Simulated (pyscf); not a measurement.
Thermochemistry of product channels of Cl–Ga [singlet] + water (H₂O) on the singlet surface, in kJ/mol, from ωB97M-D3(BJ)/def2-TZVP energies (ideal gas, 1 atm, RRHO with modes under 100 cm⁻¹ raised to 100, one conformer, R ln 2 for rigid chiral ones). Optimised with ωB97X-D3(BJ)/def2-SVP in PySCF.

```
products                  ΔE  ΔH(298 K)  ΔG(298 K)  ΔG(600 K)
-----------------------  ---  ---------  ---------  ---------
HO–GaH–Cl                ___      -54.0      -15.4      +23.0
O=Ga–Cl + hydrogen (H₂)  ___     +190.2     +199.7     +207.6
```

What belongs in the gaps?


- HO–GaH–Cl, ΔE: -48.1
- O=Ga–Cl + hydrogen (H₂), ΔE: +210.3

The channel to HO–GaH–Cl turns unfavourable between 298 and 1200 K (ΔG from -15.4 kJ/mol to +94.5 kJ/mol).

These are energies of the channels, which say nothing of barriers. Elements up to Kr have no core potential and no relativistic terms here.
